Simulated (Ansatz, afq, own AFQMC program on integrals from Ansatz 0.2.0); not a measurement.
# AlH$_{3}$⁺, doublet in cc-pVDZ, levels against full CI

```
atom   x (Å)    y (Å)    z (Å)
  Al  0.0000   0.0477  -0.0863
   H  0.0000   0.2168  -1.6375
   H  0.0000   0.4967   4.0333
   H  0.0000  -1.9914  -0.0863
```

Basis cc-pVDZ. Noble-gas cores (and the filled d shells of Ga–Kr and In–Xe) are frozen. Ansatz 0.2.0 and our own AFQMC program on the same integrals; the CISD trial comes from CCSD amplitudes, and released means the phaseless constraint is let go. Error bars are statistical, one sigma.

Determinant: UHF, the one that the program's search chose, which needn't be the lowest solution. The geometry is a point of a scan.

Full CI on the same integrals is exact in this basis and with this determinant's frozen core.

Cautions: strong correlation (T1 0.144, weight of the determinant 0.69, largest double 0.18); unrestricted determinant spin contaminated (⟨S²⟩ 1.51 against 0.75).

The T1 diagnostic is 0.1441, the weight of the determinant in the CISD state is 0.688 and the ⟨S²⟩ of the determinant is 1.506. The size of the correlated space is 5 electrons in 28 orbitals.

Reference: full CI, correlation energy -1.832 eV. The released energy is read at 2.40 1/Eh (meV from the phaseless value at times in 1/Eh: -3.9 ± 1.9 at 0.24, -6.7 ± 2.0 at 0.51, -8.4 ± 1.5 at 0.99, -10.2 ± 2.0 at 1.62, -12.3 ± 2.0 at 2.40). The cautions show a poor starting determinant, so the rows tell how each method copes with it here, and full CI is the sure value.

```csv
level,E − E(reference) (kJ/mol),share of correlation (%)
HF,176.8,0.00
MP2,84.7,52.10
CCSD,10.2,94.23
CCSD(T),4.7,97.31
CCSDT,0.3,99.84
CCSDT(Q),-0.1,100.08
CCSDTQ,0.0,100.00
ph-AFQMC/HF,2.7 ± 1.2,98.49
ph-AFQMC/CISD,1.2 ± 0.2,99.31
released AFQMC,0.0 ± 0.2,99.98
```

CCSDT and higher add their correlation energy to the determinant of the CCSD(T) run, since their own runs factorise the integrals more tightly (a shift of under 2 meV). A walk keeps the symmetry of its determinant, which the program's search chose and which needn't be the lowest solution, so a lower state of the same spin and another symmetry isn't excluded. Released energies are given only where the last usable release times agree within the noise; a slower fall can still hide under it.
